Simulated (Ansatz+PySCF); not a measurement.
Two shapes of singlet H2S.

Shape 1:

```xyz
3

S     0.0000    0.0000   -0.2080
H     0.0000    1.9430    1.6643
H     0.0000   -1.9430    1.6643
```

Shape 2:

```xyz
3

S     0.0000    0.0000   -0.3120
H     0.0000    2.9146    2.4964
H     0.0000   -2.9146    2.4964
```

Basis set: 6-31G* (spherical functions). Frozen core: 5 orbitals. Charge 0, multiplicity 1.

Computed with Ansatz (development build ahead of 0.2.0); each method stands on the lowest determinant of its kind that the runs found.

**Question.** Which shape is lower in energy, and by how much in each method?

**Answer.**

| method | E(2) − E(1) (eV) |
| --- | --- |
| RHF | 3.924 |
| UHF | 0.101 |
| UHF-MP2 | 0.149 |
| RHF-CCSD | -0.128 |
| UHF-CCSDT(Q) | 0.416 |

The methods disagree on the order. Caution for RHF, RHF-CCSD: an unrestricted determinant lies well below. Caution for UHF, UHF-MP2, UHF-CCSDT(Q): the unrestricted determinant is a mixture of spin states. Caution for UHF-MP2, UHF-CCSDT(Q): bonds are stretched, where a single reference can fail; a plain start can end on a higher determinant. Caution for RHF-CCSD: large amplitudes, a single reference is doubtful. Caution for UHF-CCSDT(Q): another reference gives a lower total.
